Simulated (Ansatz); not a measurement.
**How the LO phonon frequency at L of rock-salt NaI moves with the method**

No measured value is used here.

| level (code) | value (cm⁻¹) | cell (Å³/atom) |
|---|---|---|
| LDA (Ansatz) | … | 30.66 |
| PBE (Ansatz) | 164 | 34.80 |
| r²SCAN (Ansatz) | 172 | 33.71 |

Problem. Complete the blanks.

Solution. 
- LDA (Ansatz, a first-principles code), value (cm⁻¹): 181

Each level is taken at its own relaxed cell. Cutoffs differ between the levels. Ansatz's density-functional and Hartree–Fock values are scalar-relativistic unless marked +SOC, with PAW data made under PBE.
